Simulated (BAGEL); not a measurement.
**RI-MP2/def2-SVP (density fitting with cc-pvqz-jkfit) run of C2H2N2S (1,3,4-Thiadiazole)**

What is the energy change on altering one bond length of C2H2N2S (1,3,4-Thiadiazole) at RI-MP2/def2-SVP (density fitting with cc-pvqz-jkfit)? 

The calculation is run with BAGEL 1.2.2.

1 further run of the same task is left out (set aside as unsound or not needed).

## (1) Starting point

C2H2N2S has 7 atoms, charge 0, and is taken as a singlet. SMILES: `c1nncs1`. Geometry: relaxed at PBE0-D4/def2-TZVP.

Bond lengths: C1–N2 1.295 Å, N2–N3 1.351 Å, N3–C4 1.295 Å, C1–S5 1.712 Å, C4–S5 1.712 Å, C1–H6 1.081 Å, C4–H7 1.081 Å. Angles: C1–N2–N3 112.6°, N2–C1–S5 114.2°, N2–N3–C4 112.6°, N3–C4–S5 114.2°, C1–S5–C4 86.4°, N2–C1–H6 123.1°, S5–C1–H6 122.6°, N3–C4–H7 123.1°, S5–C4–H7 122.6°.

## (2) A single-point energy at RI-MP2/def2-SVP (density fitting with cc-pvqz-jkfit)

File input.json:

```json
{ "bagel" : [

{
  "title" : "molecule",
  "basis" : "svp",
  "df_basis" : "cc-pvqz-jkfit",
  "angstrom" : true,
  "geometry" : [
    { "atom" : "C", "xyz" : [   -0.441870,    0.687030,    0.847880 ] },
    { "atom" : "N", "xyz" : [   -1.253510,   -0.118070,    0.239750 ] },
    { "atom" : "N", "xyz" : [   -0.637390,   -0.855000,   -0.710930 ] },
    { "atom" : "C", "xyz" : [    0.627200,   -0.591640,   -0.801710 ] },
    { "atom" : "S", "xyz" : [    1.175790,    0.605040,    0.293010 ] },
    { "atom" : "H", "xyz" : [   -0.754010,    1.354990,    1.638180 ] },
    { "atom" : "H", "xyz" : [    1.283780,   -1.082350,   -1.506180 ] }
  ]
},
{ "title" : "hf" },
{ "title" : "mp2", "ncore" : 9 }

]}
```

Run with:

```bash
BAGEL_NUM_THREADS=1 BAGEL input.json > input.out
```

Log:

```text
* using 1 threads per process

  ===============================================================
  ===============================================================

  *** Geometry ***

  { "atom" : "C", "xyz" : [     -0.835013,      1.298299,      1.602261 ] },
  { "atom" : "N", "xyz" : [     -2.368791,     -0.223120,      0.453062 ] },
  { "atom" : "N", "xyz" : [     -1.204493,     -1.615716,     -1.343463 ] },
  { "atom" : "C", "xyz" : [      1.185236,     -1.118038,     -1.515012 ] },
  { "atom" : "S", "xyz" : [      2.221921,      1.143360,      0.553709 ] },
  { "atom" : "H", "xyz" : [     -1.424872,      2.560560,      3.095712 ] },
  { "atom" : "H", "xyz" : [      2.425993,     -2.045345,     -2.846268 ] },

  Number of auxiliary basis functions:      674

  Since a DF basis is specified, we compute 2- and 3-index integrals:
    o Being stored without compression. Storage requirement is 0.038 GB

  Number of basis functions:       84
  Number of electrons      :       44

    * METHOD: MOLECULE                             0.38

  *** RHF ***

  === Nuclear Repulsion ===
   208.4783734588

      * DIIS with orbital gradients will be used.

  === RHF iteration (svp) ===
      0       -582.83923483          0.01497697           0.09
      1       -582.91042406          0.01279158           0.08
      2       -582.99464255          0.00194380           0.08
      3       -582.99871150          0.00058803           0.08
      4       -582.99910828          0.00022712           0.08
      5       -582.99920196          0.00008413           0.08
      6       -582.99921781          0.00002175           0.08
      7       -582.99921879          0.00000691           0.08
      8       -582.99921887          0.00000261           0.08
      9       -582.99921887          0.00000132           0.08
     10       -582.99921888          0.00000059           0.08
     11       -582.99921888          0.00000015           0.08
     12       -582.99921888          0.00000006           0.08
     13       -582.99921888          0.00000003           0.08
     14       -582.99921888          0.00000001           0.08
     15       -582.99921888          0.00000000           0.08
    * SCF iteration converged.

    * Permanent dipole moment:
           (   -1.251441,    -0.643999,    -0.311843) a.u.

    * METHOD: HF                                   1.49

  *** RHF ***

  === Nuclear Repulsion ===
   208.4783734588

      * DIIS with orbital gradients will be used.

  === RHF iteration (svp) ===
      0       -582.99921888          0.00000000           0.08
    * SCF iteration converged.

    * Permanent dipole moment:
           (   -1.251441,    -0.643999,    -0.311843) a.u.

  === DF-MP2 calculation ===

    * freezing 9 orbitals
    * 3-index integral transformation done
    * assembly done

      MP2 correlation energy:   -0.7147755353      0.05

      MP2 total energy:       -583.7139944125

    * METHOD: MP2                                  0.22

  ===============================================================
```

Run time: 2.3 s. Hardware: 1 thread of Arm Neoverse V2, shared host; peak memory 0.15 GiB.

## (3) The distorted shape, same level

File mp2.json:

```json
{ "bagel": [

{
  "title": "molecule",
  "basis": "svp",
  "df_basis": "cc-pvqz-jkfit",
  "angstrom": true,
  "geometry": [
    { "atom": "C", "xyz": [   -0.638865,    0.834259,    1.059243 ] },
    { "atom": "N", "xyz": [   -1.450505,    0.029159,    0.451113 ] },
    { "atom": "N", "xyz": [   -0.834385,   -0.707771,   -0.499567 ] },
    { "atom": "C", "xyz": [    0.430205,   -0.444411,   -0.590347 ] },
    { "atom": "S", "xyz": [    0.978795,    0.752269,    0.504373 ] },
    { "atom": "H", "xyz": [   -0.951005,    1.502219,    1.849543 ] },
    { "atom": "H", "xyz": [    1.283780,   -1.082350,   -1.506180 ] }
  ]
},
{ "title": "hf" },
{ "title": "mp2", "ncore": 9 }

]}
```

Run with:

```bash
BAGEL_NUM_THREADS=1 BAGEL mp2.json > mp2.out
```

Log:

```text
* using 1 threads per process

  ===============================================================
  ===============================================================

  *** Geometry ***

  { "atom" : "C", "xyz" : [     -1.207280,      1.576521,      2.001679 ] },
  { "atom" : "N", "xyz" : [     -2.741057,      0.055103,      0.852480 ] },
  { "atom" : "N", "xyz" : [     -1.576759,     -1.337493,     -0.944045 ] },
  { "atom" : "C", "xyz" : [      0.812970,     -0.839815,     -1.115594 ] },
  { "atom" : "S", "xyz" : [      1.849654,      1.421582,      0.953127 ] },
  { "atom" : "H", "xyz" : [     -1.797139,      2.838782,      3.495130 ] },
  { "atom" : "H", "xyz" : [      2.425993,     -2.045345,     -2.846268 ] },

  Number of auxiliary basis functions:      674

  Since a DF basis is specified, we compute 2- and 3-index integrals:
    o Being stored without compression. Storage requirement is 0.038 GB

  Number of basis functions:       84
  Number of electrons      :       44

    * METHOD: MOLECULE                             0.38

  *** RHF ***

  === Nuclear Repulsion ===
   207.0614608135

      * DIIS with orbital gradients will be used.

  === RHF iteration (svp) ===
      0       -582.78486754          0.01530058           0.09
      1       -582.85493781          0.01347678           0.08
      2       -582.94904706          0.00194858           0.08
      3       -582.95341900          0.00058865           0.08
      4       -582.95383596          0.00023846           0.08
      5       -582.95393410          0.00008660           0.08
      6       -582.95395018          0.00002155           0.08
      7       -582.95395106          0.00000740           0.08
      8       -582.95395113          0.00000332           0.08
      9       -582.95395115          0.00000121           0.08
     10       -582.95395115          0.00000049           0.08
     11       -582.95395115          0.00000018           0.08
     12       -582.95395115          0.00000008           0.08
     13       -582.95395115          0.00000004           0.08
     14       -582.95395115          0.00000001           0.08
     15       -582.95395115          0.00000001           0.08
    * SCF iteration converged.

    * Permanent dipole moment:
           (   -1.256851,    -0.645360,    -0.311703) a.u.

    * METHOD: HF                                   1.50

  *** RHF ***

  === Nuclear Repulsion ===
   207.0614608135

      * DIIS with orbital gradients will be used.

  === RHF iteration (svp) ===
      0       -582.95395115          0.00000000           0.08
    * SCF iteration converged.

    * Permanent dipole moment:
           (   -1.256851,    -0.645360,    -0.311703) a.u.

  === DF-MP2 calculation ===

    * freezing 9 orbitals
    * 3-index integral transformation done
    * assembly done

      MP2 correlation energy:   -0.7206662939      0.05

      MP2 total energy:       -583.6746174449

    * METHOD: MP2                                  0.22

  ===============================================================
```

It took 2.3 s on 1 thread of Arm Neoverse V2, shared host; peak memory 0.15 GiB.

## (4) What came out

Level: RI-MP2/def2-SVP (density fitting with cc-pvqz-jkfit), 9 core orbitals frozen.

| quantity | value |
| --- | --- |
| first shape: total energy | -583.71399 Eh |
| first shape: correlation energy (9 core orbitals frozen) | -714.8 mEh |
| distorted shape: total energy | -583.67462 Eh |
| distorted shape: correlation energy (9 core orbitals frozen) | -720.7 mEh |
| energy change with the C4–H7 bond stretched from 1.081 to 1.405 Å | 1.072 eV |

What this shows: With the C4–H7 bond stretched from 1.081 to 1.405 Å the energy rises by 1.07 eV (25 kcal/mol). The first shape isn't relaxed at this level, so the change isn't measured from a minimum.
